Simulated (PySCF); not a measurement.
C4H4P (charge -1).
Atom-mapped SMILES: `[cH:1]1[cH:2][cH:3][p-:4][cH:5]1` (hydrogens: H6 on C1; H7 on C2; H8 on C3; H9 on C5)

Level: PBE0/pcSseg-1 in PySCF, non-relativistic, on one gas-phase PBE0-D3(BJ)/def2-SVP geometry that isn't relaxed in the solvent. The solvent is an IEF-PCM continuum (Bondi radii, 1.10 Å for H, scaled by 1.2). Only the electrostatic response of the medium enters.

| medium | total energy (Eh) | HOMO (eV) | LUMO (eV) |
| --- | --- | --- | --- |
| gas phase | -495.845832 | -0.175 | 5.737 |
| benzene (ε = 2.271) | -495.896386 | -2.859 | 3.075 |

Question: What is E(solvent) − E(gas) in benzene, in kcal/mol?

Answer: -495.896386 − (-495.845832) = -0.050554 Eh = -31.72 kcal/mol.

Question: Scale it by Born's factor 1 − 1/ε to chloroform (ε = 4.711), and compare with the calculation.

Answer: The factor goes from 0.560 to 0.788, a ratio of 1.408, which gives -44.66 kcal/mol. The calculation gives -45.41 kcal/mol (total energy -495.918205 Eh), so the scaled value is 1.7 % too small in size.

Question: Scale the changes of the other columns the same way. What are the values in chloroform?

Answer: 
```json
{"quantity": "HOMO (eV)", "scaled": "-3.953", "computed": "-3.988", "difference": "+0.035"}
{"quantity": "LUMO (eV)", "scaled": "1.989", "computed": "1.960", "difference": "+0.029"}
```

Question: How does each lowering split into the polarisation term (half the interaction with the induced surface charges) and the distortion of the solute's density?

Answer: benzene: -32.03 + 0.31 kcal/mol, the distortion taking back 1 % of the polarisation term; chloroform: -46.20 + 0.79 kcal/mol, the distortion taking back 2 % of the polarisation term.

The run took 6.0 s wall on an Arm Neoverse V1 with one thread, on a shared host, and the process peaked at 0.54 GiB of memory. This is the whole shielding run at PBE0/pcSseg-1 in chloroform, SCF included.
